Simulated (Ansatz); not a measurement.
# C2H2O2, SMILES O=C1CO1: a comparison of dispersion corrections

Program: the Ansatz DFT code, driven from Python.

Run as a notebook:

```python
import ansatz as az
from rdkit import Chem
from rdkit.Chem import AllChem
```

```python
# start geometry from RDKit
rd = Chem.AddHs(Chem.MolFromSmiles("O=C1CO1"))
AllChem.EmbedMolecule(rd, randomSeed=953)
AllChem.UFFOptimizeMolecule(rd)
geometry = az.Crystal.molecule()
for atom, xyz in zip(rd.GetAtoms(), rd.GetConformer().GetPositions()):
    geometry = geometry.atom(atom.GetSymbol(), xyz.round(5).tolist())
```

```python
calc = geometry.calculation().basis(gaussian="def2-SVP")
for name in ["blyp", "revpbe"]:
    for correction in ("d3bj", "d4"):
        data = calc.functional(name, dispersion=correction).run(threads=1, pin="off").report
        print(f"{name:8s} {correction:5s} total {data['free_energy_ev']:.5f} eV, of which dispersion {1000 * data['dispersion']['energy']['ev']:.2f} meV")
```

    blyp     d3bj  total -6192.18140 eV, of which dispersion -165.16 meV
    blyp     d4    total -6192.19450 eV, of which dispersion -178.26 meV
    revpbe   d3bj  total -6192.00765 eV, of which dispersion -211.76 meV
    revpbe   d4    total -6192.08665 eV, of which dispersion -290.76 meV

Total energies depend on the basis set; only differences at equal settings carry meaning. The geometry is a force-field or estimated start, not a minimum of this method, and the basis set is short of its limit. D4 holds the three-body term, and d3bj doesn't. The whole script took 3.8 s on 1 thread of Arm Neoverse V2, with other jobs on the host, peak memory 0.21 GiB.
